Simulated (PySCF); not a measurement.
Compound: C₂H₃P.
InChI=1S/C2H3P/c1-2-3/h1H3

The closed-shell ground state was solved at several levels (PySCF, density fitting, gas phase, non-relativistic). Isolated species at its PBE0-D3(BJ)/def2-SVP geometry, gas phase.

```
        level  basis functions  HOMO (eV)  LUMO (eV)  gap (eV)  dipole (D)
PBE0/IGLO-III              144      -7.45      -0.86      6.59        1.59
 PBE0/cc-pVTZ              136      -7.44      -0.92      6.52        1.70
PBE0/pcSseg-3              319      -7.47      -1.06      6.41        1.65
 PBE0/cc-pVDZ               61      -7.36      -0.72      6.64        1.75
PBE0/pcSseg-0               37      -7.72      -0.78      6.94        1.94
```

**Question.** What might PBE0/aug-cc-pVDZ (100 basis functions) give for the same quantities?

**Answer.** HOMO -7.49 eV, LUMO -1.01 eV, gap 6.48 eV, dipole 1.77 D.

**Question.** Over all these levels, which gives the widest orbital gap and which the narrowest?

**Answer.** PBE0/pcSseg-0 has the widest, 6.94 eV, and PBE0/pcSseg-3 the narrowest, 6.41 eV. From the narrowest to the widest the HOMO moves by -0.25 eV and the LUMO by +0.28 eV.

**Question.** How much does the basis alone move the frontier levels among the 6 PBE0 rows (the withheld one included)?

**Answer.** The HOMO by 0.36 eV and the LUMO by 0.34 eV. By rising basis size (HOMO, LUMO in eV): pcSseg-0 -7.72, -0.78; cc-pVDZ -7.36, -0.72; aug-cc-pVDZ -7.49, -1.01; cc-pVTZ -7.44, -0.92; IGLO-III -7.45, -0.86; pcSseg-3 -7.47, -1.06.

**Question.** How far do the dipole and the HOMO energy spread over the levels?

**Answer.** The dipole runs from 1.59 to 1.94 D (mean 1.73 D) and the HOMO from -7.72 to -7.36 eV.
